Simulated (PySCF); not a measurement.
Two probes of the same atoms: core binding energy and nuclear shielding

Species: C5H7 (charge -1).
Bonds: C1–C2 (triple), C2–C3, C3–C4, C3–C5. Hydrogens: H6 on C3; H7, H8, H9 on C4; H10, H11, H12 on C5.

Binding energies: delta-SCF UKS SCAN, pcX-2 on the ionised atom, pcseg-1 elsewhere, spin-free X2C (PySCF). Shieldings: GIAO PBE0/pcSseg-1, non-relativistic, same geometry.

```
atom  isotropic shielding (ppm)
  C1                        4.8
  C2                       78.6
  C3                      158.4
  C4                      152.9
```

**Question.** What are the C 1s binding energies of these atoms?

**Answer.** 
```json
{"atom": "C1", "environment": "carbon bonded to C", "C 1s (eV)": "282.33", "isotropic shielding (ppm)": "4.8"}
{"atom": "C2", "environment": "carbon bonded to 2 C", "C 1s (eV)": "282.80", "isotropic shielding (ppm)": "78.6"}
{"atom": "C4", "environment": "methyl carbon", "C 1s (eV)": "286.34", "isotropic shielding (ppm)": "152.9"}
{"atom": "C3", "environment": "propargylic carbon", "C 1s (eV)": "286.45", "isotropic shielding (ppm)": "158.4"}
```

**Question.** Among the listed atoms, is the one with the highest binding energy also the least shielded?

**Answer.** No. The highest binding energy is at C3 (286.45 eV, shielding 158.4 ppm), the lowest shielding at C1 (4.8 ppm, 282.33 eV).

By binding energy: C1 < C2 < C4 < C3. By shielding: C1 < C2 < C4 < C3.

Of atoms equivalent by bonding only the ionised one is listed; its partners' own values can differ in this conformer. Spin contamination (⟨S²⟩ against 0.75 for a pure doublet) is marked for C 1s of C1 (0.90), which makes this value less certain. The species carries charge -1, so core ionisation leaves a neutral species. The basis sets have no added diffuse functions. Isolated species at its PBE0-D3(BJ)/def2-SVP geometry, gas phase.
